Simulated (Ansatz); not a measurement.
Computed with Ansatz.

A structure relaxed at PBE0-D4/def2-TZVP, charge 0, multiplicity 1:

Cartesian coordinates in Å:
```
N 1.969 1.437 -1.515
C 1.046 1.117 -0.912
C -0.094 0.670 -0.112
F -1.247 0.743 -0.870
C 0.088 -0.763 0.363
O -0.967 -1.148 1.194
H -0.220 1.336 0.747
H 0.192 -1.413 -0.515
H 1.009 -0.827 0.946
H -1.777 -1.152 0.675
```

(1) Give its formula and SMILES.

(2) Summarise the bond lengths by kind.

Answers

(1) C3H4FNO, `N#CC(F)CO`.

(2) 1 × C–N 1.148 Å; 2 × C–C 1.462 to 1.520 Å; 1 × C–F 1.382 Å; 3 × C–H 1.092 to 1.097 Å; 1 × C–O 1.397 Å; 1 × H–O 0.962 Å.
